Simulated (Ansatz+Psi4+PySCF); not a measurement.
A calculation with Psi4 1.11.

```
molecule {
0 3
O 0.000000 0.000000 0.622980
O 0.000000 0.000000 -1.245960
}

set basis cc-pVTZ
set reference rohf
set scf_type pk
set mp2_type conv
set cc_type conv
set num_frozen_docc 2
energy('mp2')
```

The input is written out from the run's settings. Correlation on restricted open-shell orbitals is semicanonical, with singles.

The run gave:

| Quantity | Value |
| --- | --- |
| Converged | yes |
| Reference energy | -149.34590 hartree |
| Correlation energy | -0.73649 hartree |
| Total energy | -150.08238 hartree |
| Spin squared of the determinant | 2.000 |
| Occupied orbitals by symmetry in an Abelian subgroup (alpha; beta) | 3 Ag 1 B2g 1 B3g 2 B1u 1 B2u 1 B3u; 3 Ag 2 B1u 1 B2u 1 B3u |

The reference isn't the lowest determinant (another lies 4.40 eV lower), but the same method gives a higher total on the lower determinant. Caution: bonds are stretched, where a single reference can fail; an unrestricted determinant lies well below.
